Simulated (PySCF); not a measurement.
Compound: PH₃.
InChI=1S/H3P/h1H3

Computed with PySCF, PBE0-D3(BJ)/def2-SVP geometry optimisation, gas phase.

Take the most abundant isotopes and a rigid rotor. 

(1) Give the principal moments of inertia and the rotational constants in MHz.

(2) What kind of rotor is it?

(3) What does the inertial defect say?

(4) Give the other two planar moments, Paa and Pbb, and the rms extents of the mass along the axes.

(5) Where do the R-branch lines fall?

(6) Estimate the classical rotational partition function at 50 K and 100 K.

Answers

(1) Ia = 3.84, Ib = 3.84, Ic = 4.33 u·Å²; 505379 MHz·u·Å²/I gives A = 131470, B = 131450, C = 116795 MHz.

(2) An oblate symmetric top, as the point group C3v requires two equal moments; the computed ones differ by 0.02 % because the geometry is symmetric only within the optimiser's tolerance; Ray's κ = 0.997.

(3) Not planar: Δ = Ic − Ia − Ib = -3.36 u·Å². For a rigid frame Δ = −2 Σ m c², so Σ m c² = 1.68 u·Å² lies off the ab plane: 1.53 from hydrogen and 0.15 from heavier atoms. The atom farthest from that plane is 0.71 Å away.

(4) Paa = Σ m a² = (Ib + Ic − Ia)/2 = 2.16 and Pbb = Σ m b² = (Ia + Ic − Ib)/2 = 2.16 u·Å². With the mass M = 34.00 u, the rms extents √(P/M) along a, b and c are 0.25, 0.25, 0.22 Å.

(5) The dipole of 0.91 D lies along the symmetry axis, so ΔK = 0 and J+1 ← J falls at 2B(J+1) for every K: 262.92 GHz, 525.84 GHz, 788.76 GHz, 1051.68 GHz, 1314.60 GHz for J = 0 to 4.

(6) Point group C3v, symmetry number σ = 3; q = (√π/σ)·√((kT/h)³/(ABC)), k/h = 20836.6 MHz/K: 14.0 at 50 K, 39.6 at 100 K.

No PBE0-D3(BJ)/def2-SVP frequencies stand behind this structure, so it isn't proved a minimum. These are rigid-rotor constants of the computed structure; measured ground-state constants (B0) also hold zero-point vibration.

Hardware: one thread of an Arm Neoverse V2, shared host with 96 logical CPUs at a one-minute load of 43. Cost: 1.0 s of wall time, 0.24 GiB resident at most. This is the geometry optimisation.
